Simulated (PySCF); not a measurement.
H3N, SMILES N. Atoms are numbered in the order given.

```xyz
4

N      0.0000     0.0000     0.1138
H     -0.8137    -0.4698    -0.2654
H      0.0000     0.9395    -0.2654
H      0.8137    -0.4698    -0.2654
```

Geometry: PBE0-D3(BJ)/def2-TZVPD.

All values below come from PySCF with PBE0-D3(BJ)/def2-TZVPD.

No scaling factor is applied to the harmonic values.

Modes within 1.5 cm⁻¹ of each other (mostly degenerate sets) share a row, with their intensities summed.

Computed vibrational spectrum:
```json
[
 {"mode": "1", "ν (cm⁻¹)": "1035", "IR (km/mol)": "144.8", "moving atoms (share of kinetic energy)": "H 84 %, N 16 %"},
 {"mode": "2–3", "ν (cm⁻¹)": "1662", "IR (km/mol)": "33.0", "moving atoms (share of kinetic energy)": "H 94 %"},
 {"mode": "4", "ν (cm⁻¹)": "3499", "IR (km/mol)": "3.7", "moving atoms (share of kinetic energy)": "H 98 %"},
 {"mode": "5–6", "ν (cm⁻¹)": "3626", "IR (km/mol)": "9.9", "moving atoms (share of kinetic energy)": "H 92 %, N 8 %"}
]
```
